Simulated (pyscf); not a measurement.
Structures and frequencies: ωB97X-D3(BJ)/def2-SVP in PySCF.

Question: PBE/def2-TZVP puts the barrier of HN=GeH₂ + NH₃ → H₂N–NH₂ + GeH₂ [singlet] (concerted two-bond exchange; singlet surface; Ge–N, H–N broken, N–N, H–N formed) at 33.2 kcal/mol and the reaction energy at +29.4 kcal/mol, from the separated reactants. What do r²SCAN/def2-TZVP, PBE0-D3(BJ)/def2-TZVP, ωB97M-D3(BJ)/def2-TZVP give on the same structures?

Answer: r²SCAN: ΔE‡ = 37.0 kcal/mol, ΔE = +32.5 kcal/mol; PBE0-D3(BJ): ΔE‡ = 43.3 kcal/mol, ΔE = +26.4 kcal/mol; ωB97M-D3(BJ): ΔE‡ = 54.4 kcal/mol, ΔE = +24.0 kcal/mol. PBE's barrier lies under all of them, by 3.8 to 21.2 kcal/mol. Its reaction energy lies among theirs. On the product side the descent ends in an adduct with a Ge–N contact, 30.2 kcal/mol under the separated species and 60.4 kcal/mol under the saddle at ωB97X-D3(BJ)/def2-TZVP. What is counted as broken (Ge–N) persists as a longer contact in the product adduct; parting that adduct is a step of its own. The reactants may also form a dative adduct at HN=GeH₂; it and routes through it were not searched. At ωB97X-D3(BJ)/def2-TZVP the barrier from the zero used here is 56.7 kcal/mol. HN=GeH₂ lies 37.2 kcal/mol over its isomer H₂N–GeH: [singlet] (electronic energy, ωB97M-D3(BJ)/def2-TZVP). This is the saddle that the search found; another between the same sides may lie lower. One closed-shell reference is unstable to symmetry breaking; treat the single-reference values with care. Elements up to Kr have no core potential and no relativistic terms here.
